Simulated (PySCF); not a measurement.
Ethanol, C₂H₆O.
SMILES: `CCO`

Computed, not measured: TDDFT B3LYP/def2-SVPD, vertical, gas phase, core orbitals frozen in the response (PySCF 2.14.0, density-fitted response routines). Isolated species at its GFN2-xTB geometry (one conformer only). Torsions of this conformer, `[CH3:1][CH2:2][OH:3]`: H–O3–C2–C1 -56°.

Each state is given a Gaussian of 0.5 eV full width at half maximum, with ε(max) = 2.175×10⁸ f / Δν̃ (Δν̃ the width in cm⁻¹). The width is an assumption, not a result. The curve ends short of the highest state used, and states not computed would add to its high-energy end.

λ (nm), ε (L mol⁻¹ cm⁻¹) and a bar:
```
    139.6       2052 ##################
    141.1       2584 #######################
    142.7       3135 ############################
    144.3       3391 ##############################
    145.9       3355 ##############################
    147.4       3232 #############################
    149.0       3144 ############################
    150.6       3070 ###########################
    152.1       2914 ##########################
    153.7       2613 #######################
    155.3       2234 ####################
    156.8       1886 #################
    158.4       1561 ##############
    160.0       1274 ###########
    161.6       1001 #########
    163.1        753 #######
    164.7        513 #####
    166.3        320 ###
    167.8        192 ##
    169.4        110 #
    171.0         75 #
    172.5         78 #
    174.1        114 #
    175.7        177 ##
    177.2        256 ##
    178.8        351 ###
    180.4        439 ####
    182.0        506 ####
    183.5        536 #####
    185.1        529 #####
    186.7        485 ####
    188.2        419 ####
    189.8        337 ###
    191.4        254 ##
    192.9        185 ##
    194.5        125 #
    196.1         79 #
    197.6         50 
    199.2         29 
    200.8         16 
    202.4          8 
    203.9          4 
    205.5          2 
    207.1          1
```

(1) Where are the band maxima, and which computed states make them?

(2) On this curve, what absorbance would a 10⁻³ mol/L sample give at 193 nm over a 1 cm path?

(3) Coming from long wavelengths, where does ε first pass 100 L mol⁻¹ cm⁻¹?

(4) Does any computed singlet lie in the visible range?

Results:

(1) 184 nm (6.74 eV), ε about 540, made up of S1 (100%); 145 nm (8.56 eV), ε about 3400, made up of S4 (10%) and S5 (83%) (ε in L mol⁻¹ cm⁻¹; maxima over ε = 5, shares over 10%). The states used: S1 6.74 eV (f 0.010); S2 7.77 eV (f 0.018); S3 8.15 eV (f 0.027); S4 8.24 eV (f 0.020); S5 8.63 eV (f 0.055); S6 9.15 eV (f 0.019); S7 9.35 eV (f 0.016); S8 9.48 eV (f 0.033).

(2) 193 nm is 6.424 eV, where ε is about 180 L mol⁻¹ cm⁻¹, so A = ε c l ≈ 0.18 (Beer–Lambert, with the gas-phase spectrum and the assumed width).

(3) At about 195 nm (6.35 eV), 0.39 eV below S1.

(4) No computed singlet lies in the visible range (380 to 750 nm); the lowest, at 184 nm, stands 3.47 eV above its violet end (3.26 eV).
